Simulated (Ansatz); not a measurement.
C2H2FN, SMILES `N#CCF`. Total charge 0; spin multiplicity 1. Geometry: relaxed with PBE0-D4/def2-TZVP.

```xyz
6

N     0.998    0.820   -1.697
C     0.457    0.383   -0.783
C    -0.251   -0.143    0.381
F     0.236   -1.373    0.730
H    -1.316   -0.232    0.146
H    -0.124    0.545    1.222
```

Task: What is the dipole moment at ωB97M-V/def2-TZVPP? (Best estimate.)

Result: Ansatz gave: 3.25 D, with components (-2.25, 0.23, 2.33) D in this frame, pointing from negative to positive charge.

Task: And with PBE, r2SCAN, B3LYP? (Estimate.)

Result: Computed: PBE 3.16 D, r2SCAN 3.25 D, B3LYP 3.24 D.

Task: Give the Mulliken charges with ωB97M-V, r2SCAN, PBE in def2-TZVPP. (An estimate is asked.)

Result: Ansatz gave: 
```csv
atom,ωB97M-V,r2SCAN,PBE
N1,-0.01,-0.04,0.07
C2,-0.18,-0.20,-0.29
C3,0.14,0.29,0.17
F4,-0.20,-0.21,-0.17
H5,0.12,0.08,0.11
H6,0.12,0.08,0.11
```

B3LYP here is the variant with VWN-RPA as its local correlation; programs differ in this.
